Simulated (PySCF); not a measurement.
**Converging HF in the basis (r²SCAN)**

PySCF, UKS reference; singlet, unpaired electrons none; De to H + F without counterpoise correction.

| basis | relativity | functions | Re (Å) | ωe (cm⁻¹) | De (eV) | μ (D) |
| --- | --- | --- | --- | --- | --- | --- |
| 3-21G | no relativity | 11 | 0.965 | 3670 | 5.01 | -2.05 |
| pcseg-1 | no relativity | 19 | 0.928 | 4072 | 5.78 | -1.90 |
| def2-SVPD | no relativity | 31 | 0.924 | 4088 | 6.01 | -1.82 |
| def2-TZVP | no relativity | 37 | 0.923 | 4088 | 5.90 | -1.91 |
| cc-pVTZ | no relativity | 44 | 0.921 | 4100 | 5.92 | -1.82 |
| def2-TZVPP | no relativity | 45 | 0.921 | 4093 | 5.96 | -1.84 |
| def2-TZVPPD | no relativity | 57 | 0.921 | 4085 | 6.00 | -1.79 |

Problem. How does each smaller set differ from the one with most functions, def2-TZVPPD?

Solution. 3-21G: +4.4 pm, -10.2 % in ωe, -0.99 eV in De; pcseg-1: +0.7 pm, -0.3 % in ωe, -0.22 eV in De; def2-SVPD: +0.3 pm, +0.1 % in ωe, +0.01 eV in De; def2-TZVP: +0.2 pm, +0.1 % in ωe, -0.10 eV in De; cc-pVTZ: +0.0 pm, +0.4 % in ωe, -0.08 eV in De; def2-TZVPP: +0.0 pm, +0.2 % in ωe, -0.04 eV in De. All at r²SCAN; the set with most functions is neither the basis-set limit nor always the best.

A positive dipole means H(−)F(+). 3-21G is very small, so such numbers show the basis as much as the molecule.
